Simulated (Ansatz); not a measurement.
# A ladder of methods for BN (boron nitride)

BN has 2 atoms, charge 0, and is taken as a triplet. SMILES: `B#N`. The shape is that of a GFN2-xTB optimisation.

| atom | x (Å) | y (Å) | z (Å) |
| --- | --- | --- | --- |
| B | 0.0000 | 0.0000 | 0.0000 |
| N | 0.0000 | 0.0000 | 1.2684 |

Quantity: the energy change with the B1–N2 bond stretched from 1.268 to 3.171 Å, in eV. The values are calculated.

```json
{"level": "UHF/3-21G", "kind": "Hartree–Fock", "program": "Ansatz", "value (eV)": "1.21", "less FCI/3-21G": "-1.77"}
{"level": "UBHLYP/3-21G", "kind": "global hybrid", "program": "Ansatz", "value (eV)": "3.25", "less FCI/3-21G": "+0.27"}
{"level": "RPA@PBE/3-21G", "kind": "RPA", "program": "Ansatz", "value (eV)": "2.77", "less FCI/3-21G": "-0.21"}
{"level": "UMP2/3-21G", "kind": "perturbation theory", "program": "Ansatz", "value (eV)": "3.06", "less FCI/3-21G": "+0.08"}
{"level": "UCCSD(T)/3-21G", "kind": "coupled cluster or CI", "program": "Ansatz", "value (eV)": "3.00", "less FCI/3-21G": "+0.02"}
{"level": "FCI/3-21G", "kind": "exact in the basis", "program": "Ansatz", "value (eV)": "2.98", "less FCI/3-21G": "0.00"}
```

FCI/3-21G is exact within its basis and frozen core, so for wave-function methods in that basis the difference is their error; functionals converge differently with the basis, so for them it is only a difference. The first shape isn't each level's own minimum. The values span 1.21 to 3.25 eV. Spin contamination of the reference (⟨S²⟩ at least 0.1 too high) touches UHF/3-21G, UBHLYP/3-21G, RPA@PBE/3-21G, UMP2/3-21G, UCCSD(T)/3-21G. All rows use very small basis sets, so none should be taken for the real molecule's value.
